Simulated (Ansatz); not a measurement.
# NaSiH₂+ (SMILES [Na][SiH2+]): functionals against CCSD(T) at one geometry

One table from this session's results is given with a row withheld; the runs are named, their logs left out.

Method: single points in def2-TZVPP; program: Ansatz 0.2.0, Gaussian basis.

Correlated methods freeze the cores. The outer core shell of Li, Na, Mg and K is correlated.

### Where the work starts

SMILES `[Na][SiH2+]`, 4 atoms, charge 1, spin multiplicity 1.

Atoms are counted from 1 here; the program's logs count them from 0.

Bond lengths: Na1–Si2 3.068 Å, Si2–H3 1.535 Å, Si2–H4 1.524 Å. Angles: Na1–Si2–H3 125.4°, Na1–Si2–H4 137.3°, H3–Si2–H4 97.3°.

Geometry (Å):

```xyz
4
H2NaSi
Na   -2.5689    1.1056   -0.2356
Si    0.2567   -0.0531    0.0585
H     0.7496   -1.3634   -0.5708
H     1.5784    0.3668    0.6908
```

The first run:

The input, run/in.yaml:

```yaml
crystal:
  periodic: [false, false, false]
  atoms:
    - {symbol: Na, position_ang: [-2.568900, 1.105600, -0.235600]}
    - {symbol: Si, position_ang: [0.256700, -0.053100, 0.058500]}
    - {symbol: H, position_ang: [0.749600, -1.363400, -0.570800]}
    - {symbol: H, position_ang: [1.578400, 0.366800, 0.690800]}
basis:
  gaussian: {orbitals: def2-TZVPP}
total_charge: 1
correlation: {method: ccsd_t}
output: {forces: true}
```

No record of the launch command was kept for these runs.

Steps of the session up to this table: CCSD(T)/def2-TZVPP; PBE0-D4/def2-TZVPP; wB97M-V/def2-TZVPP; r2SCAN-D4/def2-TZVPP; PBE-D4/def2-TZVPP; CAM-B3LYP-D4/def2-TZVPP; r2SCANh-D4/def2-TZVPP.

One of the session's tables, all rows but one given; the rest of the session is left out.

| method | RMS force component (eV/Å) | angle to CCSD(T) forces (°) |
| --- | --- | --- |
| CCSD(T) | 0.342 | reference |
| PBE0-D4 | 0.287 | 2.5 |
| wB97M-V | 0.371 | 3.3 |
| r2SCAN-D4 | 0.288 | 3.4 |
| PBE-D4 | 0.181 | 9.7 |
| CAM-B3LYP-D4 | ? | ? |
| r2SCANh-D4 | 0.317 | 2.8 |

Q: Estimate the row for CAM-B3LYP-D4 from the others.

As computed: RMS force component (eV/Å): 0.368; angle to CCSD(T) forces (°): 1.4. In the column «RMS force component (eV/Å)» it lies between CCSD(T) (0.342) and wB97M-V (0.371).
